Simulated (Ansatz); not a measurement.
# CH6BS: the cost of one run

Method: RKS B3LYP/def2-SVP, in Ansatz 0.2.0.

### 1 The starting structure

Bond lengths: B1–S2 1.834 Å, S2–C3 1.829 Å, B1–H4 1.162 Å, B1–H5 1.163 Å, S2–H6 1.349 Å, C3–H7 1.087 Å, C3–H8 1.085 Å, C3–H9 1.087 Å. Angles: B1–S2–C3 104.8°, B1–S2–H6 99.4°, C3–S2–H6 99.6°, S2–B1–H4 117.8°, S2–B1–H5 117.9°, H4–B1–H5 124.1°, S2–C3–H7 107.5°, S2–C3–H8 111.1°, S2–C3–H9 107.9°, H7–C3–H8 110.4°, H7–C3–H9 109.2°, H8–C3–H9 110.7°.

Coordinates:

```xyz
9

B    -1.0392    0.6706   -1.0487
S    -0.7500    0.0211    0.6420
C     0.9015   -0.7622    0.5664
H    -1.6579    1.6485   -1.1554
H    -0.6585    0.0388   -1.9476
H    -0.4253    1.1712    1.2673
H     0.7993   -1.6856    0.0017
H     1.6239   -0.1064    0.0913
H     1.2063   -0.9960    1.5830
```

### 2 End point A

Input file input.yaml:

```yaml
crystal:
  periodic: [false, false, false]
  atoms:
    - { symbol: B, position_ang: [-1.0392, 0.67058, -1.04872] }
    - { symbol: S, position_ang: [-0.75003, 0.02107, 0.64199] }
    - { symbol: C, position_ang: [0.90147, -0.76216, 0.5664] }
    - { symbol: H, position_ang: [-1.65794, 1.64846, -1.15542] }
    - { symbol: H, position_ang: [-0.65854, 0.03884, -1.94756] }
    - { symbol: H, position_ang: [-0.42527, 1.17125, 1.26734] }
    - { symbol: H, position_ang: [0.79931, -1.6856, 0.00167] }
    - { symbol: H, position_ang: [1.62386, -0.10638, 0.09133] }
    - { symbol: H, position_ang: [1.20634, -0.99605, 1.58297] }
total_charge: 1
basis:
  gaussian: { orbitals: def2-SVP }
hamiltonian:
  xc: b3lyp
relax:
  f_tol: 0.015
  max_steps: 40
output:
  orbitals: {}
```

On the command line:

```console
ansatz run input.yaml --threads 1 --pin off --max-ram 2048MiB --backend cpu --events-out ev --progress --plain --runs-dir out
```

Q: Estimate wall time and peak memory on 1 thread of Intel Xeon Platinum 8375C at 2.90GHz (Ice Lake), shared host.

About 16 s, with a peak of 0.15 GiB.
